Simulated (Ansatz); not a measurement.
System: PbO (Pbcm, No. 57). Method: PBEsol in Ansatz (PAW).

Run with plane-wave cutoff 520 eV, 8×6×6 k mesh (along the axes of the cell as run), Fermi–Dirac smearing 0.01 eV, scalar-relativistic PAW data made under PBE.

Shape and atoms are relaxed at each volume.

Pressure at four volumes; x = ln(V/19.380 Å³). One pressure is withheld.

```
V (Å³/atom)        x  P (GPa)
-----------  -------  -------
18.605       -0.0408        ?
18.992       -0.0202    0.412
19.380        0.0000    0.012
20.155        0.0392   -0.536
```

Question: Pass a parabola P(x) through the three rows shown, estimate the bulk modulus and its pressure derivative near zero pressure, and predict the withheld pressure.

Answer: Slopes between the rows: (0.012 − (0.412))/(0.0000 − (-0.0202)) = -19.80 and (-0.536 − (0.012))/(0.0392 − (0.0000)) = -13.98 GPa. Their difference over the span 0.0594 is c = 5.82/0.0594 = 98.0 GPa, so P(x) = 0.412 + (-19.80)(x − (-0.0202)) + 98.0 (x − (-0.0202))(x − (0.0000)). At the middle row B = −dP/dx = −[-19.80 + 98.0 × 0.0202] = 17.8 GPa, and B′ = dB/dP = 2c/B = 11.0. At x = -0.0408 the parabola gives 0.902 GPa; the run gives 0.921 GPa. The Birch–Murnaghan fit to the energies at all volumes has B0 = 17.5 GPa and B′ = 11.8.

Note: the cell has widely spaced layers and the level no dispersion term, so their spacing and the moduli can rest on weak binding.

Spin–orbit coupling is not included; it can shift volumes and moduli of such heavy elements.

Ansatz is an electronic-structure program.
